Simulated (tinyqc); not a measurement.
UKS/BLYP in the sto-3g basis, for BH, spin multiplicity 3, step by step. Computed by tinyqc, a small Python program that keeps every step (integrals from PySCF). Settings: charge = 0, multiplicity = 3, basis = sto-3g, energy threshold = 1e-09, iteration cap = 87, orthogonalisation = symmetric, start = random, DIIS depth = 0, method = UKS, functional = blyp, grid = [30, 26]. Command: `OMP_NUM_THREADS=1 python tinyqc.py 27770 27771 out.jsonl` (the two numbers bound the seeds that draw the settings). One thread of a shared host (Intel(R) Xeon(R) Processor @ 2.60GHz), about 2 s of CPU time with the checks.

Geometry (angstrom):
```
atom       x       y       z
B     0.0000  0.0000  0.0000
H     0.0000  0.0000  1.2380
```

Stop when the energy changes by less than 1e-09 hartree and every element of the error matrix X^T (F D S - S D F) X (for each spin) is below 9e-06.

Course of the cycle:
```
iteration  E (hartree)     change  largest element of the error matrix
1            -9.436591          -                             2.06e+00
2           -24.368849  -1.49e+01                             3.36e-01
3           -24.731657  -3.63e-01                             1.88e-01
4           -24.789000  -5.73e-02                             1.44e-01
5           -24.832494  -4.35e-02                             1.04e-01
6           -24.849684  -1.72e-02                             7.12e-02
7           -24.858174  -8.49e-03                             4.86e-02
8           -24.861588  -3.41e-03                             3.30e-02
9           -24.863162  -1.57e-03                             2.23e-02
10          -24.863832  -6.69e-04                             1.52e-02
11          -24.864140  -3.08e-04                             1.02e-02
12          -24.864276  -1.36e-04                             6.94e-03
13          -24.864339  -6.30e-05                             4.70e-03
14          -24.864368  -2.86e-05                             3.18e-03
...                ...        ...                                  ...
18          -24.864391  -1.35e-06                             6.68e-04
19          -24.864392  -6.43e-07                             4.52e-04
20          -24.864392  -3.11e-07                             3.06e-04
21          -24.864392  -1.54e-07                             2.07e-04
22          -24.864392  -7.82e-08                             1.40e-04
23          -24.864392  -4.09e-08                             9.51e-05
24          -24.864392  -2.22e-08                             6.44e-05
25          -24.864392  -1.24e-08                             4.36e-05
26          -24.864392  -7.20e-09                             2.95e-05
27          -24.864392  -4.31e-09                             2.00e-05
28          -24.864392  -2.65e-09                             1.35e-05
29          -24.864392  -1.66e-09                             9.16e-06
30          -24.864392  -1.06e-09                             6.21e-06
31          -24.864392  -6.86e-10                             4.20e-06
```

Can the last value be used, and what does the course show?

Yes. Converged in 31 iterations. The coarse grid moves the energy by -6.70e-04 hartree. PySCF UKS in the same basis, fine grid, after a stability check = -24.863723 hartree, which differs from a converged run on this coarse grid by the grid error.
